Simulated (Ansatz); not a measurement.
# CH5NSi (SMILES C=N[SiH3]): single points off equilibrium

An exercise on one series of results from a longer session: the logs are not shown, and one member is left open.

The runs use Ansatz 0.2.0, Gaussian basis; single points in def2-TZVPP.

Cores are frozen in the correlated methods.

## The system as given

8 atoms, charge 0, spin multiplicity 1.

Atoms are counted from 1 here; the program's logs count them from 0.

Bond lengths: C1–N2 1.239 Å, C1–H4 0.988 Å, C1–H5 1.054 Å, N2–Si3 1.849 Å, Si3–H6 1.466 Å, Si3–H7 1.457 Å, Si3–H8 1.263 Å. Angles: N2–C1–H4 124.1°, N2–C1–H5 131.5°, H4–C1–H5 103.9°, C1–N2–Si3 133.2°, N2–Si3–H6 105.8°, N2–Si3–H7 103.7°, N2–Si3–H8 102.1°, H6–Si3–H7 112.1°, H6–Si3–H8 118.2°, H7–Si3–H8 113.0°.

Geometry (Å):

```
atom     x (Å)     y (Å)     z (Å)
  C1  -0.95770   0.57930  -1.03210
  N2  -0.47490  -0.39400  -0.43710
 Si3   0.76550  -0.55680   0.92480
  H4  -1.63580   0.51010  -1.74740
  H5  -0.69730   1.60020  -1.02730
  H6   0.33560   0.37890   1.96890
  H7   2.01750  -0.14710   0.30320
  H8   0.72100  -1.79410   1.17590
```

The first run:

The input, run/in.yaml:

```yaml
crystal:
  periodic: [false, false, false]
  atoms:
    - {symbol: C, position_ang: [-0.957700, 0.579300, -1.032100]}
    - {symbol: N, position_ang: [-0.474900, -0.394000, -0.437100]}
    - {symbol: Si, position_ang: [0.765500, -0.556800, 0.924800]}
    - {symbol: H, position_ang: [-1.635800, 0.510100, -1.747400]}
    - {symbol: H, position_ang: [-0.697300, 1.600200, -1.027300]}
    - {symbol: H, position_ang: [0.335600, 0.378900, 1.968900]}
    - {symbol: H, position_ang: [2.017500, -0.147100, 0.303200]}
    - {symbol: H, position_ang: [0.721000, -1.794100, 1.175900]}
basis:
  gaussian: {orbitals: def2-TZVPP}
correlation: {method: ccsd_t}
output: {forces: true}
```

No record of the launch command was kept for these runs.

Steps of the session up to this table: CCSD(T)/def2-TZVPP; PBE0-D4/def2-TZVPP; wB97M-V/def2-TZVPP; r2SCAN-D4/def2-TZVPP; PBE-D4/def2-TZVPP; CAM-B3LYP-D4/def2-TZVPP; B97M-V/def2-TZVPP.

One table of the session follows, with a row left open; its other results are not shown here.

| method | RMS force component (eV/Å) | angle to CCSD(T) forces (°) | dipole (D) |
| --- | --- | --- | --- |
| CCSD(T) | 2.511 | reference | 1.15 |
| PBE0-D4 | 2.509 | 7.0 | 1.12 |
| wB97M-V | 2.450 | 6.0 | 1.15 |
| r2SCAN-D4 | ? | ? | ? |
| PBE-D4 | 2.530 | 4.6 | 1.03 |
| CAM-B3LYP-D4 | 2.457 | 7.7 | 1.19 |
| B97M-V | 2.412 | 7.0 | 0.96 |

Q: Estimate the row for r2SCAN-D4 from the others.

**Answer.** RMS force component (eV/Å): 2.497; angle to CCSD(T) forces (°): 5.4; dipole (D): 1.07. In the column «RMS force component (eV/Å)» it lies between CAM-B3LYP-D4 (2.457) and PBE0-D4 (2.509).
